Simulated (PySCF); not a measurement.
## Core-level binding energies of `Fc1ccc[nH]1`

Compound: C4H4FN.
Bonds: F1–C2, C2–C3 (aromatic), C3–C4 (aromatic), C4–C5 (aromatic), C5–N6 (aromatic), C2–N6 (aromatic). Hydrogens: H7 on C3; H8 on C4; H9 on C5; H10 on N6.

Level of theory: PySCF, delta-SCF UKS SCAN, pcX-2 on the ionised atom, pcseg-1 elsewhere, spin-free X2C. Each binding energy is the total energy of the core-ionised species, with the hole localised on one atom, minus that of the ground state; both are solved self-consistently, so orbital relaxation is included.

Question: Give the core binding energies atom by atom.

Answer: 
| atom(s) | environment | level | binding energy (eV) | above the level's lowest (eV) | count |
| --- | --- | --- | --- | --- | --- |
| C3 | aromatic CH carbon | C 1s | 290.15 | 0.00 | 1 |
| C4 | aromatic CH carbon | C 1s | 290.17 | +0.02 | 1 |
| C5 | aromatic CH next to a ring nitrogen | C 1s | 290.94 | +0.79 | 1 |
| C2 | aromatic C–F carbon | C 1s | 293.19 | +3.04 | 1 |
| N6 | pyrrole-type nitrogen | N 1s | 406.66 | 0.00 | 1 |
| F1 | aryl fluorine | F 1s | 693.53 | 0.00 | 1 |

The listed C 1s values span 3.04 eV, from C3 (bonded to 2 C (aromatic in the SMILES) and H) to C2 (bonded to F, N (aromatic in the SMILES) and C (aromatic in the SMILES)). The values 290.15 and 290.17 eV lie too close for their order to be trusted.

Question: What is the longest wavelength that can ionise F 1s of F1 vertically?

Answer: λ = hc/E = 12398.42 eV Å / 693.53 eV = 17.877 Å.

Geometry: PBE0-D3(BJ)/def2-SVP; no solvent, vibrations or thermal averaging.
